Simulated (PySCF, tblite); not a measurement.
Isomers of [C4H8O]+ (charge +1 and doublet state). Computed with GFN2-xTB (tblite): harmonic, unscaled wavenumbers at the GFN2-xTB geometry, gas phase. Errors from tens to a few hundred cm⁻¹ against measured bands are possible. One conformer each. Open shells enter through the occupations alone, without spin polarisation, and single modes of such species can be off by tens of per cent.

Electronic energies: B3LYP/pcH-1 single points on the GFN2-xTB geometries (PySCF, gas phase).

```json
{"SMILES": "[CH2+][CH]COC", "electronic energy, lowest = 0 (kcal/mol)": "29.5"}
{"SMILES": "C[CH+][CH]CO", "electronic energy, lowest = 0 (kcal/mol)": "10.0"}
{"SMILES": "[CH2+][C](C)OC", "electronic energy, lowest = 0 (kcal/mol)": "0.0"}
{"SMILES": "[CH2+][CH]CCO", "electronic energy, lowest = 0 (kcal/mol)": "24.4"}
```

Question: How do GFN2-xTB zero-point energies change the relative energies?

Answer: 
```csv
SMILES,ZPE (kcal/mol),of it from modes above 1550 cm⁻¹,electronic (kcal/mol),"with ZPE, lowest = 0 (kcal/mol)",lowest mode (cm⁻¹),rings
[CH2+][C](C)OC,67.1,34.5,0.0,0.0,129,0
C[CH+][CH]CO,66.2,34.2,10.0,9.1,100,0
[CH2+][CH]CCO,66.8,34.5,24.4,24.0,108,0
[CH2+][CH]COC,65.9,35.9,29.5,28.3,51,0
```

The zero-point energies span 1.2 kcal/mol, from `[CH2+][CH]COC` to `[CH2+][C](C)OC`. The order is unchanged.

Question: And how do the electronic energies of GFN2-xTB itself compare?

Answer: `[CH2+][C](C)OC` 0.0; `C[CH+][CH]CO` 6.8; `[CH2+][CH]CCO` 18.7; `[CH2+][CH]COC` 19.2 kcal/mol, lowest = 0. Against the energies above, taken from the same isomer `[CH2+][C](C)OC`, the largest difference is 10.3 kcal/mol.

Question: What do entropy and thermal enthalpy add at 298.15 K and 1 bar (rigid rotor, harmonic oscillator, one conformer each)?

Answer: 
```tsv
SMILES	point group	symmetry number	S (cal/(mol K))	H − H(0) (kcal/mol)	ZPE + H − H(0) − TS (kcal/mol)
[CH2+][C](C)OC	Cs	1	78.9	4.72	48.3
[CH2+][CH]CCO	C1	1	77.9	4.54	48.1
[CH2+][CH]COC	C1	1	83.0	4.97	46.1
```

S holds R ln(2S + 1) for the spin.

Not tabulated: `C[CH+][CH]CO` (point group not settled).
